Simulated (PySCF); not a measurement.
Gas-phase reaction: BF2OH + 2 HBO2 ⇌ B2O2 + HOF + BF(OH)2

Energies from PySCF, thermal terms from the rigid-rotor harmonic-oscillator model, ideal gas at 1 bar. † marks an energy on the PBE0/def2-TZVP geometry and frequencies; other levels use their own. MP2 freezes the core. 6-31G* has spherical d functions here. All species are closed-shell singlets. B3LYP is the form with VWN-RPA correlation. BF2OH, BF(OH)2: computed as isolated molecules; such fragments, hydroxides, amides, oligomers or adducts are transient or little studied in the gas. MP2 isn't extrapolated to the basis-set limit; its ΔH°(298 K) is 617.5 kJ in def2-SVP and 617.3 kJ in def2-TZVPP. The harmonic model lacks anharmonicity and excited electronic states, which grow with temperature; levels with a mode under 35 cm⁻¹ are left out. Internal rotation in BF2OH, BF(OH)2 is treated as a harmonic vibration of one conformer, which makes the entropy rough.

ΔH° and ΔS° at 298 K: B3LYP/def2-TZVP† 596 kJ, -8 J/K; BLYP/def2-TZVP† 567 kJ, -8 J/K; HF/6-31G* 645 kJ, -10 J/K; M06-2X/def2-TZVP† 632 kJ, -8 J/K; MP2/def2-SVP† 617 kJ, -8 J/K; PBE0/def2-SVP† 603 kJ, -8 J/K.

**Question.** With the heat capacities included, give log10 K (1 bar) at 500, 1000, 1600, 2000, 2500 K from B3LYP/def2-TZVP†, BLYP/def2-TZVP†, HF/6-31G*, M06-2X/def2-TZVP†, MP2/def2-SVP†, PBE0/def2-SVP†.

**Answer.** 
```
T (K)  B3LYP/def2-TZVP†  BLYP/def2-TZVP†  HF/6-31G*  M06-2X/def2-TZVP†  MP2/def2-SVP†  PBE0/def2-SVP†
-----  ----------------  ---------------  ---------  -----------------  -------------  --------------
500               -62.6            -59.7      -67.9              -66.4          -64.9           -63.4
1000              -31.4            -29.9      -34.1              -33.3          -32.6           -31.8
1600              -19.7            -18.7      -21.4              -20.8          -20.4           -19.9
2000              -15.7            -15.0      -17.1              -16.7          -16.3           -15.9
2500              -12.6            -12.0      -13.7              -13.3          -13.0           -12.7
```
